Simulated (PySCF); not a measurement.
Z-matrix (Å, degrees):
```
N
H 1 1.0269
H 1 1.0269 2 103.10
```
Charge 0, spin multiplicity 2.

Predict the highest occupied spin orbital, dipole moment and total energy from ωB97X-D3(BJ)/def2-TZVP // PBE0-D3(BJ)/def2-TZVP in PySCF.


```yaml
highest_occupied_spin_orbital: -11.37 eV
dipole_moment: 1.97 D
total_energy: -55.9176 Ha
```
